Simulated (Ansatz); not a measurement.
The input, for Ansatz 0.2.0:

```yaml
crystal:
  periodic: [false, false, false]
  atoms:
    - {symbol: Ge, position_ang: [0.000000, 0.000000, 4.045458]}
    - {symbol: N, position_ang: [0.000000, 0.000000, -0.952542]}
    - {symbol: H, position_ang: [0.000000, 0.830871, -1.546458]}
    - {symbol: H, position_ang: [0.000000, -0.830871, -1.546458]}
basis:
  gaussian: {orbitals: cc-pVDZ}
magnetization: {spin_polarized: false, initial_magnetization: 3}
correlation: {method: bccd_t, electrons: valence}
scf: {lower_state_search: off}
```

```sh
$ ansatz run in.yaml --threads 1 --pin off --events-out ev --progress --plain --max-ram 2393MiB
```

Log:

```
these checks for a lower state are left out or cut short: stability, starts, cluster_reference, orbital_swaps, neighbouring_geometries, increment
553 factors; integrals over basis functions are off by at most 1.3e-3 eV
mean field evaluation 1: about -57982.6592 eV, gradient 1.5e1 eV
mean field evaluation 2: about -57982.6590 eV, gradient 1.5e1 eV
mean field evaluation 4: about -57983.3675 eV, gradient 1.4e0 eV
mean field evaluation 8: about -57983.3744 eV, gradient 2.6e-4 eV
mean field -57983.37437883 eV, -2130.8497058792 hartree, gradient 1.9e-6 eV, S^2 3.750000; 0 other end points of the search recorded, 0 dependent functions left out
10 core orbitals not correlated: weight in the atoms' cores, before any rotation towards them, 1.000 or more for the frozen orbitals, at most 0.000 for the correlated occupied ones
reference -57983.37437883 eV, -2130.8497058792 hartree; 12, 9 occupied and 29, 32 virtual orbitals, 553 factors
second order -5.46813928 eV of doubles, -0.13549248 eV of singles
cycle   1  -6.30859748 eV  change   -7.0e-1 eV  update   6.1e-2
cycle   2  -6.54529413 eV  change   -2.4e-1 eV  update   2.2e-2
cycle   3  -6.56009813 eV  change   -1.5e-2 eV  update   6.1e-3
cycle   4  -6.56323734 eV  change   -3.1e-3 eV  update   2.2e-3
cycle   5  -6.56359662 eV  change   -3.6e-4 eV  update   7.4e-4
cycle   6  -6.56341967 eV  change    1.8e-4 eV  update   2.7e-4
cycle   7  -6.56351918 eV  change   -1.0e-4 eV  update   1.1e-4
cycle   8  -6.56358540 eV  change   -6.6e-5 eV  update   4.4e-5
cycle   9  -6.56358354 eV  change    1.9e-6 eV  update   2.0e-5
perturbative correction -0.11719541 eV, -0.0043068520 hartree
Total energy: -57990.05515778 eV, -2131.0952199774 hartree
Checks for a lower state left out: stability, starts, cluster_reference, orbital_swaps, neighbouring_geometries, increment
```

Ran on 1 thread of Arm Neoverse V1, shared host: 2.2 s wall, 0.3 GiB peak host memory.
